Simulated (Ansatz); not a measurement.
```yaml
crystal:
  periodic: [false, false, false]
  atoms:
    - {symbol: Al, position_ang: [0.000000, 0.000000, 0.000000]}
    - {symbol: Be, position_ang: [0.000000, 0.000000, 2.055300]}
basis:
  gaussian: {orbitals: def2-TZVP}
magnetization: {spin_polarized: true, initial_magnetization: 1}
hamiltonian: {xc: pbe0}
relax: {f_tol: 0.004, max_steps: 80}
```

```sh
$ ansatz run in.yaml --threads 1 --pin off --events-out ev --progress --plain --max-ram 2176MiB
```

Steps of the relaxation (energy above the last step; positions in Å, forces in eV/Å):

```
2
step 1, 405.9 meV
Al    0.000    0.000    0.000    0.000    0.000   -2.869
Be    0.000    0.000    2.055    0.000    0.000    2.869
```

```
2
step 2, 80.7 meV
Al    0.000    0.000   -0.088    0.000    0.000   -1.013
Be    0.000    0.000    2.143    0.000    0.000    1.013
```

```
2
step 3, 2.0 meV
Al    0.000    0.000   -0.163    0.000    0.000   -0.126
Be    0.000    0.000    2.218    0.000    0.000    0.126
```

```
2
step 5, 0.0 meV
Al    0.000    0.000   -0.179    0.000    0.000    0.000
Be    0.000    0.000    2.234    0.000    0.000    0.000
```

Close pairs at the end: Al1–Be2 2.413 Å.

A stationary point of unrestricted PBE0 after 5 steps, with ⟨S²⟩ = 0.791 against 0.75 for a pure state. 23 s on 1 thread of Arm Neoverse V1, shared host.
